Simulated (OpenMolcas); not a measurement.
**One shape, several levels: HNO (nitroxyl)**

We compute a comparison of 6 runs (PBE/STO-3G, PBE0/STO-3G, UPBE/STO-3G, r2SCAN/STO-3G, MP2/STO-3G, ACPF/STO-3G) of HNO (nitroxyl). 

The results are computed with OpenMolcas 26.06.

2 further runs of the same task are left out: 1 for a known fault of the program, 1 that didn't finish.

### 1 The structure to begin with

HNO has 3 atoms, charge 0, and is taken as a singlet. As SMILES, `N=O`. The N1–H3 distance was set to 2.127 Å, away from the relaxed value. At this shape a bond of the SMILES string is far longer than usual.

Bond lengths: N1–O2 1.190 Å.

### 2 The energy at PBE/STO-3G (run 1)

job.input reads:

```
&gateway
baslib=$CurrDir
basisset
N.STO-3G....
N1 -0.095803 1.335542 0.105026 angstrom
End of Basis
basisset
O.STO-3G....
O2 0.943197 1.419952 0.678686 angstrom
End of Basis
basisset
H.STO-3G....
H3 -0.471600 -0.709980 -0.339350 angstrom
End of Basis
&seward
gridinput
Grid=UltraFine
End of Grid
&scf
ksdft=PBE
thresholds=1e-10 1e-07 1e-07 1e-05
prorbitals=1 1
```

The basis set STO-3G is read from a file made from the Basis Set Exchange's data (not shown).

Started as:

```
$ export MOLCAS_MEM=1860
$ pymolcas job.input > job.log
```

What it wrote:

```text
--- Start Module: gateway ---
[...]
--- Stop Module: gateway /rc=_RC_ALL_IS_WELL_ ---
--- Start Module: seward ---
[...]
      Basis functions           11
--- Stop Module: seward /rc=_RC_ALL_IS_WELL_ ---
--- Start Module: scf ---
[...]
       Convergence after  22 Iterations
[...]
::    Total KS-DFT energy                            -128.4730592708
[...]
      Total spin, S                                     0.0000000000
[...]
      Total electronic charge=   16.000000
      Total            charge=   -0.000000
[...]
      Dipole Moment (debye):
      Origin of the operator (angstrom)=    0.4280    1.3126    0.3865
                   X=  7.3366E-01               Y=  8.0179E-01               Z=  4.9232E-01           Total=  1.1931E+00
      Quadrupole Moment (debye*angstrom):
[...]
--- Stop Module: scf /rc=_RC_ALL_IS_WELL_ ---
[...]
```

Wall time 4.5 s (1 thread of Arm Neoverse V1, shared host); peak memory 0.37 GiB.

### 3 A single-point energy at PBE0/STO-3G (run 2)

job.input reads:

```
>>> EXPORT MOLCAS_PRINT=2

&GATEWAY
 BasLib=$CurrDir
 BasisSet
 N.STO-3G....
 N1 -0.095803 1.335542 0.105026 angstrom
 End of Basis
 BasisSet
 O.STO-3G....
 O2 0.943197 1.419952 0.678686 angstrom
 End of Basis
 BasisSet
 H.STO-3G....
 H3 -0.471600 -0.709980 -0.339350 angstrom
 End of Basis

&SEWARD
 GridInput
 Grid=UltraFine
 End of Grid

&SCF
 KSDFT=PBE0
 Thresholds=1e-10 1e-07 1e-07 1e-05
 PrOrbitals=1 1
```

The basis set STO-3G is read from a file made from the Basis Set Exchange's data (not shown).

Started as:

```
$ export MOLCAS_MEM=1860
$ pymolcas job.input > job.log
```

What it wrote:

```text
--- Start Module: gateway ---
[...]
--- Stop Module: gateway /rc=_RC_ALL_IS_WELL_ ---
--- Start Module: seward ---
[...]
      Basis functions           11
--- Stop Module: seward /rc=_RC_ALL_IS_WELL_ ---
--- Start Module: scf ---
[...]
       Convergence after  15 Iterations
[...]
::    Total KS-DFT energy                            -128.4506773539
[...]
      Total spin, S                                     0.0000000000
[...]
      Total electronic charge=   16.000000
      Total            charge=   -0.000000
[...]
      Dipole Moment (debye):
      Origin of the operator (angstrom)=    0.4280    1.3126    0.3865
                   X=  6.1928E-01               Y=  6.5999E-01               Z=  4.1360E-01           Total=  9.9506E-01
      Quadrupole Moment (debye*angstrom):
[...]
--- Stop Module: scf /rc=_RC_ALL_IS_WELL_ ---
[...]
```

It took 3.6 s on 1 thread of Arm Neoverse V1, shared host; peak memory 0.37 GiB.

Runs 3 to 5 aren't shown in full; the table further down has their settings and results.

### 4 The energy at ACPF/STO-3G (run 6)

job.input reads:

```
&gateway
baslib=$CurrDir
basisset
N.STO-3G....
N1 -0.095803 1.335542 0.105026 angstrom
End of Basis
basisset
O.STO-3G....
O2 0.943197 1.419952 0.678686 angstrom
End of Basis
basisset
H.STO-3G....
H3 -0.471600 -0.709980 -0.339350 angstrom
End of Basis
&seward
&scf
thresholds=1e-10 1e-07 1e-07 1e-05
prorbitals=1 1
&motra
frozen=2
&guga
electrons=12
spin=1
inactive=6
active=0
ciall=1
&cpf
acpf
```

The basis set STO-3G is read from a file made from the Basis Set Exchange's data (not shown).

Started as:

```
$ export MOLCAS_MEM=1860
$ pymolcas job.input > job.log
```

What it wrote:

```text
--- Start Module: gateway ---
[...]
--- Stop Module: gateway /rc=_RC_ALL_IS_WELL_ ---
[...]
      Basis functions           11
[...]
       Convergence after  13 Iterations
[...]
::    Total SCF energy                               -127.8527543092
[...]
      Total spin, S                                     0.0000000000
[...]
      *** WARNING: Default frozen orbitals is overwritten by user input.
      *** Default values:   2
[...]
--- Start Module: guga ---
[...]
--- Stop Module: guga /rc=_RC_ALL_IS_WELL_ ---
--- Start Module: cpf ---
[...]
      Active orbitals                            0       0
[...]
      Spin quantum number                      0.0
[...]
     FINAL ACPF ENERGY        -128.19920804
     FINAL CORRELATION ENERGY   -0.34645373  REFERENCE ENERGY    -127.85275431
[...]
      Title:  ACPF natural orbitals
[...]
      Total electronic charge=   16.000000
      Total            charge=   -0.000000
[...]
      Dipole Moment (debye):
      Origin of the operator (angstrom)=    0.4280    1.3126    0.3865
                   X=  6.4893E-01               Y=  1.3470E-01               Z=  3.6793E-01           Total=  7.5804E-01
      Quadrupole Moment (debye*angstrom):
[...]
--- Stop Module: cpf /rc=_RC_ALL_IS_WELL_ ---
[...]
```

It took 1.8 s on 1 thread of Arm Neoverse V1, shared host; peak memory 0.37 GiB.

### 5 All runs side by side

| run | level | scramble | integration grid | energy (Eh) | dipole moment (D) of the reference | HOMO energy (eV) | LUMO energy (eV) | wall time |
| --- | --- | --- | --- | --- | --- | --- | --- | --- |
| 1 | PBE/STO-3G | – | UltraFine | -128.473059 | 1.19 | -2.48 | -2.00 | 4.5 s |
| 2 | PBE0/STO-3G | – | UltraFine | -128.450677 | 1.00 | -3.54 | -0.50 | 3.6 s |
| 3 | UPBE/STO-3G | 0.25 | UltraFine | -128.484381 | 0.79 | -1.97 | -1.68 | 7.8 s |
| 4 | r2SCAN/STO-3G | – | UltraFine | -128.549643 | 1.19 | -2.76 | -1.95 | 3.9 s |
| 5 | MP2/STO-3G | – | – | -128.073559 | 0.63 | -5.80 | 3.42 | 1.6 s |
| 6 | ACPF/STO-3G | – | – | -128.199208 | 0.63 | -5.80 | 3.42 | 1.8 s |

### 6 Summary of results

| quantity | value |
| --- | --- |
| run 6: total energy | -128.19921 Eh |
| run 6: dipole moment (mean-field density) | 0.63 D |
| run 6: HOMO energy (Hartree–Fock orbitals) | -5.80 eV |
| run 6: LUMO energy (Hartree–Fock orbitals) | 3.42 eV |
| run 6: HOMO–LUMO gap (Hartree–Fock orbitals) | 9.22 eV |
| run 6: correlation energy (2 core orbitals frozen) | -346.5 mEh |

**Reading.** Over runs 1, 2, 3, 4 the dipole moment (its size) runs from 0.79 D (UPBE/STO-3G) to 1.19 D (PBE/STO-3G). Over runs 1, 2, 3, 4 the HOMO–LUMO gap runs from 0.30 eV (UPBE/STO-3G) to 3.04 eV (PBE0/STO-3G). Totals of different functionals can't be ranked against each other. In runs 1, 2, 3, 4, 5, 6 the basis is minimal, so the values are rough. In runs 1, 2, 4, 5, 6 a closed-shell determinant meets a far-stretched bond, which it describes badly. Spin contamination of the reference: run 3 ⟨S²⟩ = 0.70. Where it is this large, the reference is a mixture of spin states, and values that rest on it are in doubt. All runs together took 23 s, the longest 7.8 s.
